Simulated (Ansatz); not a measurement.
Born–Oppenheimer molecular dynamics of AlFH$_{5}$N (8 atoms, charge 0, multiplicity 1). It starts at the highest image of a converged band. Of that band: The profile has 2 maxima (images 1, 5) with wells between them (image 2): this band takes more than one step, which may be the mechanism or a detour left from its start path. A vibrational analysis at the climbing image gives one clearly imaginary mode, 1126i cm⁻¹: a first-order saddle point.

Method: Ansatz 0.2.0, RKS r2SCANh/def2-SVP.

```json
{
  "ensemble": "NVE (velocity Verlet)",
  "time step": "0.5 fs",
  "steps asked": "200",
  "starting velocities drawn for": "100 K",
  "seed": "3987"
}
```

First frame:

```xyz
8
Properties=species:S:1:pos:R:3
Al 0.039 -0.348 -0.009
H -0.171 0.035 1.744
F 1.553 0.201 -0.444
H -1.250 0.076 -0.807
N 0.086 -2.062 0.775
H -0.629 -2.775 0.660
H 0.979 -2.510 0.973
H -0.126 -0.963 1.666
```

Q: How far do the bonds stretch over the last three quarters of this one trajectory? (Pairs bonded in most of those frames.)

A: 
| bond | mean (Å) | spread (Å) | shortest | longest |
| --- | --- | --- | --- | --- |
| Al1–H2 | 1.605 | 0.050 | 1.51 | 1.68 |
| Al1–F3 | 1.692 | 0.028 | 1.65 | 1.73 |
| Al1–H4 | 1.600 | 0.017 | 1.58 | 1.64 |
| N5–H6 | 1.028 | 0.032 | 0.96 | 1.10 |
| N5–H7 | 1.030 | 0.037 | 0.97 | 1.10 |
| N5–H8 | 1.033 | 0.049 | 0.95 | 1.12 |

Pairs bonded in part of these frames only: Al1–N5 56 %.

Mean temperature of the second half: 857 K. The conserved energy stayed within 0.46 meV per atom of its start (net change -0.34 meV per atom), so the integration is sound. The kinetic energy rose, since the run started high on the potential surface and went downhill. A run of 0.1 ps of so small a system gives no equilibrium averages. The orbitals stay closed-shell, which can raise the energy where a bond breaks towards radicals; this wasn't checked here.

Time of the run: 4.4 min on 2 threads of Arm Neoverse V2 (shared host), peak memory 0.14 GiB.
